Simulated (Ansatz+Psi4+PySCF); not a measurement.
A calculation with Psi4 1.11.

```
molecule {
2 2
N 0.000000 0.000000 0.000000
O 0.000000 0.000000 1.090000
}

set basis cc-pVTZ
set reference rohf
set scf_type pk
energy('scf')
```

The input is written out from the run's settings.

The run gave:

```yaml
Converged: yes
Total_energy: -127.88683 hartree
Spin_squared_of_the_determinant: 0.750
Occupied_orbitals_by_symmetry_in_an_Abelian_subgroup_alpha;_beta: 5 A1 1 B1 1 B2; 4 A1 1 B1 1 B2
```

Caution: other spin multiplicities were not run; an unrestricted determinant lies well below.
